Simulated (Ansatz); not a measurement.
`FBF` and `NBF` differ in one atom or group.

Ansatz, PBE0-D4/def2-TZVP geometries, multiplicity 1. Each molecule was computed in one conformer, which needn't be the lowest.

```tsv
property	`FBF`
zero-point energy (PBE0-D4/def2-TZVP) / kJ/mol	47.1
LUMO energy (ωB97M-V/def2-TZVPP) / eV	1.61
HOMO–LUMO gap (ωB97M-V/def2-TZVPP) / eV	14.88
LUMO energy (PBE0/def2-TZVPP) / eV	-0.32
HOMO energy (PBE0/def2-TZVPP) / eV	-10.86
HOMO–LUMO gap (B3LYP/def2-TZVPP) / eV	10.01
```

Question: What does the change do to each property? (Estimate.)

Answer: Computed: 
```json
{"property": "zero-point energy (PBE0-D4/def2-TZVP) / kJ/mol", "`NBF`": "111.9", "shift": "64.8"}
{"property": "LUMO energy (ωB97M-V/def2-TZVPP) / eV", "`NBF`": "2.27", "shift": "0.66"}
{"property": "HOMO–LUMO gap (ωB97M-V/def2-TZVPP) / eV", "`NBF`": "13.25", "shift": "-1.63"}
{"property": "LUMO energy (PBE0/def2-TZVPP) / eV", "`NBF`": "0.92", "shift": "1.24"}
{"property": "HOMO energy (PBE0/def2-TZVPP) / eV", "`NBF`": "-8.58", "shift": "2.28"}
{"property": "HOMO–LUMO gap (B3LYP/def2-TZVPP) / eV", "`NBF`": "8.94", "shift": "-1.07"}
```

With PBE0 the HOMO rises by 2.28 eV and the LUMO rises by 1.24 eV, so the gap narrows by about 1.04 eV. PBE moves the HOMO by 1.99 eV and ωB97M-V by 2.28 eV. The zero-point energy changes by 64.8 kJ/mol with +6 modes.

B3LYP here is the variant with VWN-RPA as its local correlation; programs differ in this.
